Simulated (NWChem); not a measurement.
Everything below was run with NWChem. System: trifluoromethane (CHF₃), charge 0, spin multiplicity 1, at a geometry optimised with PBE0/def2-SVP. Level: CIS/def2-SVP.

Input file:

```
start mol
memory heap 200 mb stack 900 mb global 1100 mb
geometry units angstroms nocenter noautoz
  F      0.077835    -0.630672     1.078383
  C     -0.331824     0.026153     0.000000
  F      0.077835    -0.630672    -1.078383
  F      0.224611     1.231370     0.000000
  H     -1.431582     0.112843     0.000000
  symmetry group Cs
end
basis spherical
  * library def2-svp
end
dft
  xc hfexch
  semidirect memsize 60000000 filesize 0
  iterations 100
end
tddft
  cis
  nroots 8
  notriplet
  thresh 1e-4
end
task tddft energy
```

Part of the output:

```
             Northwest Computational Chemistry Package (NWChem) 7.3.0
             --------------------------------------------------------

                                NWChem Input Module
                                -------------------

 Scaling coordinates for geometry "geometry" by  1.889725989
 (inverse scale =  0.529177249)

 Turning off AUTOSYM since
 SYMMETRY directive was detected!

                             Geometry "geometry" -> ""
                             -------------------------

 Output coordinates in angstroms (scale by  1.889725989 to convert to a.u.)

  No.       Tag          Charge          X              Y              Z
 ---- ---------------- ---------- -------------- -------------- --------------
    1 F                    9.0000     0.07783500    -0.63067200     1.07838300
    2 C                    6.0000    -0.33182400     0.02615300     0.00000000
    3 F                    9.0000     0.07783500    -0.63067200    -1.07838300
    4 F                    9.0000     0.22461100     1.23137000     0.00000000
    5 H                    1.0000    -1.43158200     0.11284300     0.00000000

 Effective nuclear repulsion energy (a.u.)     134.2283782719

            Nuclear Dipole moment (a.u.)
            ----------------------------
        X                 Y               Z
 ---------------- ---------------- ----------------
     0.0000056692    -0.0000094486     0.0000000000

      Symmetry information
      --------------------

 Group name             Cs
 Group number              2
 Group order               2
 No. of unique centers     4

      Symmetry unique atoms

     1    2    4    5


 Summary of "ao basis" -> "" (spherical)
 ------------------------------------------------------------------------------
       Tag                 Description            Shells   Functions and Types
 ---------------- ------------------------------  ------  ---------------------
 *                          def2-svp                  on all atoms

  xc_inp: hfexch multiplicative factor not found.

                                 NWChem DFT Module
[...]
  Root   7 singlet a'             0.622662492 a.u.               16.9435 eV
  ----------------------------------------------------------------------------
     Transition Moments    X  0.01148   Y  0.15141   Z  0.00000
     Transition Moments   XX  0.01918  XY  0.10321  XZ  0.00000
     Transition Moments   YY -0.41491  YZ  0.00000  ZZ  0.39624
     Dipole Oscillator Strength                    0.0095712901
     Electric Quadrupole                           0.0000002255
     Magnetic Dipole                               0.0000002941
     Total Oscillator Strength                     0.0095718097

          sigma_e =   1.3236 Angstrom
          sigma_h =   1.3384 Angstrom
         |d_h->e| =   0.6759 Angstrom
            d_exc =   1.8371 Angstrom
            d_CD1 =   0.6907 Angstrom
            d_CD2 =  -0.6552 Angstrom
            d_CD3 =   2.5129 Angstrom
     Pearson C.C. =   0.1765

     Occ.   11  a'  ---  Virt.   21  a'      -0.14330
     Occ.   11  a'  ---  Virt.   22  a'       0.09353
     Occ.   11  a'  ---  Virt.   26  a'       0.05599
     Occ.   12  a"  ---  Virt.   20  a"       0.12820
     Occ.   12  a"  ---  Virt.   24  a"      -0.05675
     Occ.   13  a'  ---  Virt.   18  a'      -0.07564
     Occ.   13  a'  ---  Virt.   19  a'      -0.12882
     Occ.   13  a'  ---  Virt.   21  a'       0.25936
     Occ.   13  a'  ---  Virt.   22  a'      -0.13597
     Occ.   13  a'  ---  Virt.   23  a'       0.05700
     Occ.   13  a'  ---  Virt.   26  a'      -0.06782
     Occ.   14  a"  ---  Virt.   20  a"       0.31035
     Occ.   14  a"  ---  Virt.   24  a"      -0.09507
     Occ.   15  a'  ---  Virt.   18  a'      -0.21892
     Occ.   15  a'  ---  Virt.   19  a'      -0.30933
     Occ.   15  a'  ---  Virt.   21  a'       0.08289
     Occ.   15  a'  ---  Virt.   22  a'      -0.05567
     Occ.   15  a'  ---  Virt.   23  a'       0.09473
     Occ.   16  a"  ---  Virt.   20  a"      -0.71076
     Occ.   16  a"  ---  Virt.   24  a"       0.19726
  ----------------------------------------------------------------------------
  Root   8 singlet a"             0.628070278 a.u.               17.0907 eV
  ----------------------------------------------------------------------------
     Transition Moments    X -0.00000   Y  0.00000   Z  0.00002
     Transition Moments   XX -0.00000  XY  0.00000  XZ  0.00006
     Transition Moments   YY -0.00000  YZ  0.00011  ZZ  0.00000
     Dipole Oscillator Strength                    0.0000000002
     Electric Quadrupole                           0.0000000000
     Magnetic Dipole                               0.0000025996
     Total Oscillator Strength                     0.0000025998

          sigma_e =   1.6659 Angstrom
          sigma_h =   1.4077 Angstrom
         |d_h->e| =   0.9462 Angstrom
            d_exc =   2.2478 Angstrom
            d_CD1 =   1.2044 Angstrom
            d_CD2 =  -0.5906 Angstrom
            d_CD3 =   3.1940 Angstrom
     Pearson C.C. =   0.1278

     Occ.   10  a"  ---  Virt.   19  a'       0.05051
     Occ.   11  a'  ---  Virt.   20  a"      -0.05054
     Occ.   12  a"  ---  Virt.   19  a'      -0.18149
     Occ.   13  a'  ---  Virt.   20  a"       0.18156
     Occ.   14  a"  ---  Virt.   19  a'      -0.25823
     Occ.   14  a"  ---  Virt.   23  a'       0.05633
     Occ.   15  a'  ---  Virt.   20  a"       0.25838
     Occ.   15  a'  ---  Virt.   24  a"      -0.05638
     Occ.   16  a"  ---  Virt.   18  a'      -0.72512
     Occ.   16  a"  ---  Virt.   21  a'      -0.47060
     Occ.   16  a"  ---  Virt.   22  a'       0.16484
     Occ.   16  a"  ---  Virt.   25  a'      -0.06868

              Target root =      1
          Target symmetry = none
      Ground state energy =   -336.504045384081
        Excitation energy =      0.525947268372
     Excited state energy =   -335.978098115709

  stored tddft:energy   -335.97809811570869

 Task  times  cpu:       17.0s     wall:       17.0s

 Total times  cpu:       17.1s     wall:       17.1s
```
